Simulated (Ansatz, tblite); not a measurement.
# The cluster MgZn₂+: rung by rung

The task here is to estimate one member of a computed series from the others.

Program: Ansatz 0.2.0, Gaussian basis. Level of theory: as each input shows. These are calculated values, not measurements.

The runs, in order: GFN1-xTB, GFN2-xTB, PBE/def2-TZVP, r2SCAN/def2-TZVP, revPBE/def2-TZVP, r2SCANh/def2-TZVP, r2SCAN0/def2-TZVP, LC-ωPBE/def2-TZVP, BHLYP/def2-TZVP, PBE+5HF/def2-TZVP, PBE+10HF/def2-TZVP, PBE+15HF/def2-TZVP, PBE+35HF/def2-TZVP, PBE+50HF/def2-TZVP, PBE/def2-SVP, PBE0/def2-SVP, HF/STO-3G, HF/6-31G, B3LYP/6-31G, CCSD(T)/def2-TZVPP, MP2/def2-TZVP, RPA/def2-TZVP.

## The geometry

The doublet was relaxed beforehand with PBE/def2-TZVP. At that level it is the lowest of the isomers that a small search found.

3 atoms, charge 1, spin multiplicity 2.

Bond lengths: Mg1–Zn2 2.797 Å, Zn2–Zn3 2.668 Å. Angles: Mg1–Zn2–Zn3 179.7°.

The ion is computed in the gas phase, without counter-ions or solvent.

PBE0/def2-TZVP was run before; its log isn't repeated, and its numbers join the tables.

Set-up of the first run:

Tight binding, by tblite at 300 K electronic temperature and without a spin-polarisation term:

```python
tblite.interface.Calculator('GFN1-xTB', numbers, positions, charge=1, uhf=1).singlepoint()
```

Tight binding, by tblite at 300 K electronic temperature and without a spin-polarisation term:

```python
tblite.interface.Calculator('GFN2-xTB', numbers, positions, charge=1, uhf=1).singlepoint()
```

start.molden holds the orbitals of an earlier run on this state, given as this run's starting guess.

in.yaml reads:

```yaml
crystal:
  periodic: [false, false, false]
  atoms:
    - {symbol: Mg, position_ang: [0.401205, 2.714247, 0.240196]}
    - {symbol: Zn, position_ang: [-0.005381, -0.042899, 0.001364]}
    - {symbol: Zn, position_ang: [-0.395834, -2.671348, -0.241560]}
basis:
  gaussian: {orbitals: def2-TZVP, initial_orbitals: start.molden}
total_charge: 1
magnetization: {spin_polarized: true, initial_magnetization: 1}
hamiltonian: {xc: pbe}
scf: {omitted_lower_state_checks: [starts]}
output: {orbitals: {seedname: orbitals}}
```

The run is started by

```bash
ansatz run in.yaml --threads 4 --pin off --events-out ev --progress --plain --max-ram 3916MiB
```

Steps of the session up to this table: PBE/def2-TZVP; r2SCAN/def2-TZVP; revPBE/def2-TZVP; r2SCANh/def2-TZVP; r2SCAN0/def2-TZVP; LC-ωPBE/def2-TZVP; BHLYP/def2-TZVP; PBE+5HF/def2-TZVP; PBE+10HF/def2-TZVP; PBE+15HF/def2-TZVP; PBE+35HF/def2-TZVP; PBE+50HF/def2-TZVP; PBE/def2-SVP; PBE0/def2-SVP; HF/STO-3G; HF/6-31G; B3LYP/6-31G; CCSD(T)/def2-TZVPP; MP2/def2-TZVP; RPA/def2-TZVP.

One table of the session follows, with a row left open; its other results are not shown here.

```
             level  HOMO (eV)  LUMO (eV)  gap (eV)
         HF/STO-3G      -8.14      -1.14      7.00
          HF/6-31G     -10.37      -3.91      6.46
      PBE/def2-SVP      -8.58      -7.90      0.69
     PBE/def2-TZVP      -8.78      -8.07      0.71
  revPBE/def2-TZVP      -8.72      -7.93      0.78
  r2SCAN/def2-TZVP      -8.98      -7.51      1.47
 r2SCANh/def2-TZVP      -9.18      -7.26      1.92
       B3LYP/6-31G      -8.98      -7.45      1.54
     PBE0/def2-SVP      -9.11      -7.12      1.99
    PBE0/def2-TZVP      -9.28      -7.26      2.03
 r2SCAN0/def2-TZVP      -9.49      -6.89      2.60
   BHLYP/def2-TZVP      -9.73      -6.62      3.11
 LC-ωPBE/def2-TZVP     -11.20      -5.29      5.91
 PBE+5HF/def2-TZVP      -8.88      -7.91      0.97
PBE+10HF/def2-TZVP      -8.98      -7.75      1.23
PBE+15HF/def2-TZVP          ?          ?         ?
PBE+35HF/def2-TZVP      -9.49      -6.93      2.57
PBE+50HF/def2-TZVP      -9.81      -6.42      3.40
```

Estimate the missing values for PBE+15HF/def2-TZVP.

**Answer.** HOMO (eV): -9.08; LUMO (eV): -7.59; gap (eV): 1.49. In the column «HOMO (eV)» it lies between PBE0/def2-SVP (-9.11) and r2SCAN/def2-TZVP (-8.98).

Limits of these values: Notes on CCSD(T)/def2-TZVPP: spin contamination.
